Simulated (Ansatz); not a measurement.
Isomers of C3H5N, relaxed with PBE0-D4/def2-TZVP in Ansatz; electronic energies, one conformer each and not always the lowest. Functionals use def2-TZVPP; CBS adds triple-zeta CCSD(T) − MP2 to the MP2 limit of def2-TZVPP and def2-QZVPP.

**Question.** Order them by energy at frozen-core CCSD(T)/CBS, lowest first. (Best estimate.)
A. `CC=C=N`
B. `C=C=CN`
C. `NC1C=C1`
D. `[C-]#[N+]CC`
E. `CCC#N`
F. `NC1=CC1`
G. `C1=CNC1`

**Answer.** E (0.0 kcal/mol), D (22.1 kcal/mol), A (27.3 kcal/mol), B (38.0 kcal/mol), G (41.3 kcal/mol), F (53.4 kcal/mol), C (57.7 kcal/mol).

**Question.** How do r2SCAN-D4, HF/CBS(def2), B3LYP-D4, MP2/CBS(def2) place them (kcal/mol, against `CCC#N`)? (Best estimate.)

**Answer.** The calculation gave: 
| isomer | r2SCAN-D4 | HF/CBS(def2) | B3LYP-D4 | MP2/CBS(def2) |
| --- | --- | --- | --- | --- |
| `C=C=CN` | 33.2 | 42.3 | 33.5 | 41.0 |
| `[C-]#[N+]CC` | 22.6 | 17.8 | 21.3 | 24.6 |
| `NC1C=C1` | 55.2 | 65.5 | 58.0 | 57.7 |
| `NC1=CC1` | 47.8 | 60.0 | 51.0 | 52.7 |
| `CC=C=N` | 21.1 | 30.2 | 22.3 | 29.3 |
| `C1=CNC1` | 38.9 | 49.7 | 41.6 | 42.2 |

B3LYP here is the variant with VWN-RPA as its local correlation; programs differ in this.
